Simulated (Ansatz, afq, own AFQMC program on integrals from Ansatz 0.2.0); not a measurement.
**BH2O, doublet → BH2O, quartet**

```yaml
atoms:
  - { symbol: B, position_ang: [0.0000, 0.0000, 0.6689] }
  - { symbol: O, position_ang: [0.0000, 0.0000, -0.6123] }
  - { symbol: H, position_ang: [0.0000, 1.0503, 1.2721] }
  - { symbol: H, position_ang: [0.0000, -1.0503, 1.2721] }
```

Connectivity, by distances: BH2–O.

E(quartet, charge +0) − E(doublet, charge +0) at this geometry, on UHF and UHF determinants.

Basis cc-pVDZ. Only valence electrons are correlated. Ansatz 0.2.0 and our own AFQMC program on the same integrals; the CISD trial comes from CCSD amplitudes, and released means the phaseless constraint is let go. Uncertainties: one standard error, sampling alone. The errors of all members are added in quadrature.

No full CI on the walks' own integrals is used here; CCSDT(Q) serves as the reference and is uncertain by about the last step of the cluster series. Each member takes its own surest rung, up to full CI.

Errors are counted within cc-pVDZ, not against nature.

Cautions: BH₂O (doublet): raised T1 diagnostic (T1 0.040, weight of the determinant 0.87, largest double 0.06); BH₂O (quartet): another spin lies lower, the released energies are still falling, so no released level is given (meV from the phaseless value at times in 1/Eh: -10.0 ± 2.3 at 0.24, -19.3 ± 2.0 at 0.51, -22.9 ± 2.0 at 0.99, -25 ± 3 at 1.62, -28 ± 4 at 2.40), though the last usable value meets CCSDT(Q) within the noise, its ph-AFQMC/CISD value lies 31 ± 3 meV above CCSDT(Q); the upper state may be diffuse, so the gap hangs on the basis.

Reference (CCSDT(Q)): 161.1 kcal/mol.

| level | vertical spin gap (kcal/mol) | error against CCSDT(Q) (kcal/mol) |
| --- | --- | --- |
| HF | 149.8 | -11.3 |
| MP2 | 160.5 | -0.6 |
| CCSD | 160.1 | -1.0 |
| CCSD(T) | 160.8 | -0.3 |
| CCSDT | 161.0 | -0.1 |
| ph-AFQMC/CISD | 161.7 ± 0.1 | 0.6 ± 0.1 |

Correlation beyond CCSD(T) adds 0.3 kcal/mol. The perturbative (T) step is worth +0.7 kcal/mol.

A walk keeps the symmetry of its determinant, which the program's search chose and which needn't be the lowest solution, so a lower state of the same spin and another symmetry isn't excluded.
